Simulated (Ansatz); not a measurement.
## Property card for Tl2Pd

Computed with DFT PBEsol, scalar-relativistic, plane waves, PAW (Ansatz 0.2.0).

Plane waves to 420 eV, a k mesh through Γ of 8×8×8 on the computed 6-atom cell and Gaussian smearing (0.10 eV); no spin polarisation.

The structure is relaxed at this level of theory with its symmetry kept. Whether it is the stable form of this composition wasn't checked.

```cif
data_structure
_symmetry_space_group_name_H-M 'I4/mcm'
_symmetry_Int_Tables_number 140
_cell_length_a 6.7372
_cell_length_b 6.7372
_cell_length_c 5.7232
_cell_angle_alpha 90.000
_cell_angle_beta 90.000
_cell_angle_gamma 90.000
_cell_volume 259.77
loop_
_atom_site_label
_atom_site_type_symbol
_atom_site_symmetry_multiplicity
_atom_site_Wyckoff_symbol
_atom_site_fract_x
_atom_site_fract_y
_atom_site_fract_z
_atom_site_occupancy
Tl1 Tl 8 h 0.16524 0.66524 0.00000 1
Pd1 Pd 4 a 0.00000 0.00000 0.25000 1
```

(1) Formation energy from the elements' standard states (uncorrected)?

(2) Density of states at the Fermi level?

(3) Löwdin character within 0.5 eV of the Fermi level?

(4) Bulk modulus?

(5) Its pressure derivative?

(6) Bader charges (e)?

Spin-orbit coupling is left out, which matters for the bands of heavy elements.

Answers

(1) -0.168 eV/atom.

(2) 2.14 states/eV per cell.

(3) Tl 6p 59 %, Pd 4d 22 %, Tl 6s 15 %.

(4) 76 GPa.

(5) 6.0.

(6) Tl (4 in the cell) 0.18, Pd (2 in the cell) -0.35.

Cost: 6 runs of about 10 core-minutes in all, on Arm Neoverse V1 (shared hosts).